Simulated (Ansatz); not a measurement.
Rhombohedral A7 Sb was calculated with PBEsol (PAW; Ansatz, a quantum-chemistry and plane-wave program).

Settings: plane-wave cutoff 520 eV, 16×16×16 k mesh, Fermi–Dirac smearing 0.05 eV, scalar-relativistic PAW data made under PBE.

Shape and atoms are relaxed at each volume.

Pressure at four volumes; x = ln(V/29.787 Å³). One pressure is withheld.

| V (Å³/atom) | x | P (GPa) |
|---|---|---|
| 28.596 | -0.0408 | ? |
| 29.192 | -0.0202 | 0.90 |
| 29.787 | 0.0000 | 0.00 |
| 30.979 | 0.0392 | -1.47 |

Task: Pass a parabola P(x) through the three rows shown, estimate the bulk modulus and its pressure derivative near zero pressure, and predict the withheld pressure.

Result: Slopes between the rows: (0.00 − (0.90))/(0.0000 − (-0.0202)) = -44.55 and (-1.47 − (0.00))/(0.0392 − (0.0000)) = -37.50 GPa. Their difference over the span 0.0594 is c = 7.05/0.0594 = 118.7 GPa, so P(x) = 0.90 + (-44.55)(x − (-0.0202)) + 118.7 (x − (-0.0202))(x − (0.0000)). At the middle row B = −dP/dx = −[-44.55 + 118.7 × 0.0202] = 42.2 GPa, and B′ = dB/dP = 2c/B = 5.6. At x = -0.0408 the parabola gives 1.92 GPa; the run gives 1.93 GPa. The Birch–Murnaghan fit to the energies at all volumes has B0 = 42.0 GPa and B′ = 5.9.

Measured, for comparison: bulk modulus 39.5 GPa (copied from a table, unchecked, extrapolated to 0 K and zero-point effects removed; as tabulated in Lejaeghere et al. (2013), arXiv:1204.2733). Computed less measured: bulk modulus not scored (unchecked).

Note: the cell comes from a level without a dispersion term, which matters for the spacing of layers, chains or molecules.

Spin–orbit coupling is not included.
